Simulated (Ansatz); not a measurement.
A nudged elastic band was laid between two geometries of C$_{2}$HN (4 atoms, charge 0, multiplicity 1).

The calculation used Ansatz, RHF/def2-SVP.

```
movable images  : 5
climbing image  : yes
spring          : 5.0 eV/Å²
optimiser       : quadratic models (default)
start path      : through a guess of the saddle point
force threshold : 0.05 eV/Å
iteration limit : 60
end points      : relaxed
```

Image 0:

```xyz
4
Properties=species:S:1:pos:R:3
C -0.292 -0.520 0.907
C 1.025 -0.123 0.333
N -0.132 0.116 -0.223
H -0.602 0.526 -1.016
```

Image 6:

```xyz
4
Properties=species:S:1:pos:R:3
C -0.100 0.134 -0.253
C 1.048 -0.183 0.445
N -0.224 -0.483 0.848
H -0.723 0.532 -1.040
```

**Question.** What changes between the two ends?

**Answer.** Bonds broken: N3–H4. Bonds formed: C1–H4.

**Question.** Give the energies along the band, and the barrier.

**Answer.** It converged. The highest image is number 3 of 0 to 6, 46.1 kcal/mol above the first end and 77.1 kcal/mol above the last; the last end lies 31.0 kcal/mol below the first. Neighbouring images differ by up to 1.6 eV, so the band resolves the path poorly. A vibrational analysis at the climbing image gives one clearly imaginary mode, 1018i cm⁻¹: a first-order saddle point. The orbitals stay closed-shell, which can raise the energy where a bond breaks towards radicals; this wasn't checked here.

```
image  path coordinate (Å)  energy (kcal/mol)  N3–H4 (Å)  C1–H4 (Å)
    0                 0.00                0.0       1.01       2.21
    1                 0.31               12.3       0.99       1.97
    2                 0.62               36.8       1.00       1.69
    3                 0.93               46.1       1.09       1.37
    4                 1.32               23.8       1.50       1.10
    5                 1.72              -12.9       1.88       1.06
    6                 2.11              -31.0       2.20       1.08
```

**Question.** What is the geometry of the highest image?

**Answer.** 
```xyz
4
Properties=species:S:1:pos:R:3
C -0.473 -0.482 0.464
C 0.919 -0.282 0.532
N 0.314 0.409 -0.414
H -0.760 0.355 -0.582
```

The band took 22 iterations and about 60 core-seconds.

Time of the run: 57 s on 1 thread of Arm Neoverse N1, on a shared host, peak memory 0.082 GiB.
